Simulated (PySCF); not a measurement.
methanol (CH4O), SMILES OC. Atoms are numbered in the order given.

```xyz
6

C     -0.0202     0.6654     0.0000
O      0.1222    -0.7482     0.0000
H     -0.5443     1.0284     0.8912
H      0.9857     1.0830     0.0000
H     -0.5443     1.0284    -0.8912
H     -0.7535    -1.1467     0.0000
```

Coordinates come from a B3LYP-D3(BJ)/def2-TZVP optimisation.

Computed with B3LYP-D3(BJ)/def2-TZVP (PySCF 2.14.0).

No scaling factor is applied to the harmonic values.

### Question
Give all harmonic wavenumbers and intensities. (An estimate is asked for; the answer gives what the named calculation found.)

### Answer

```
mode  ν (cm⁻¹)  IR (km/mol)  Raman (Å⁴/amu)  depolarisation  moving atoms (share of kinetic energy)
----  --------  -----------  --------------  --------------  --------------------------------------
1          304        121.2             2.0            0.75                                  H 94 %
2         1044        123.1             1.9            0.41                  O 41 %, C 33 %, H 27 %
3         1081          0.5             6.1            0.43                          H 72 %, C 21 %
4         1171          0.4             5.3            0.75                          H 78 %, C 17 %
5         1369         24.7             2.5            0.75                   H 76 %, C 15 %, O 9 %
6         1482          4.4             3.5            0.51                          H 88 %, C 12 %
7         1496          2.2            13.4            0.75                                  H 96 %
8         1510          4.0            12.2            0.72                                  H 96 %
9         2991         61.5           150.8            0.05                                  H 97 %
10        3034         65.6            73.2            0.75                          H 90 %, C 10 %
11        3110         28.6            73.0            0.51                           H 91 %, C 9 %
12        3813         25.2            76.9            0.26                                  H 94 %
```
